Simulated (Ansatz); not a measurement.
Two structures of H3O2, doublet, reached by relaxing down either side of one saddle point (PBE0-D4/def2-TZVP). Energies are electronic, without zero-point energy. Computed with Ansatz 0.2.0 (basis: def2-TZVPP and def2-QZVPP); correlated methods freeze the cores; orbitals are unrestricted. Extrapolation: Hartree–Fock as exp(−7.88 √X), correlation as X^−2.97. First:

```xyz
5
angstrom
H 0.0138 -1.3798 1.2211
H 0.2479 -1.8140 1.7825
O -0.6823 0.2781 -0.7825
O 0.3021 1.1393 -0.7531
H 0.1185 1.7764 -1.4680
```

Second:

```xyz
5
angstrom
H -0.5265 -0.6216 0.1208
H 0.7671 -1.6157 1.8369
O -0.8571 0.0408 -0.4991
O 0.0847 1.0926 -0.3018
H 0.5318 1.1039 -1.1568
```

(1) Which bonds change from the first to the second?

(2) Give the saddle point's structure and its height above each. (Judge from chemistry; the value comes from the calculation.)

No T1 diagnostic of these runs exceeds 0.030. ⟨S²⟩ of the unrestricted Hartree–Fock references: 0.75 to 0.78 (a pure state has 0.75).

Answers

(1) HO₂ ([O][OH]) + H₂ → H₂O₂ ([OH][OH]) + H; bonds formed: H1–O3; bonds broken: H1–H2.

(2) By the calculation: 102.1 kJ/mol above the first and 38.4 kJ/mol above the second (CCSD(T) at an estimated basis limit (MP2 extrapolated from triple and quadruple zeta, plus CCSD(T) − MP2 in triple zeta)).
```
5
angstrom
H -0.1800 -0.6818 0.5055
H 0.3618 -1.2540 1.2227
O -0.6812 -0.1453 -0.2921
O -0.0586 1.0925 -0.3491
H 0.5580 0.9887 -1.0869
```

Labels in which every atom is bracketed show which atoms are joined, not bond orders.

For scale, one of the runs: CCSD(T)/def2-TZVPP, 104 basis functions (an equivalent command: `ansatz run in.yaml --threads 2`). Time: 6 s of wall clock on 2 CPU threads; the host was shared. Peak host memory: 0.88 GiB.
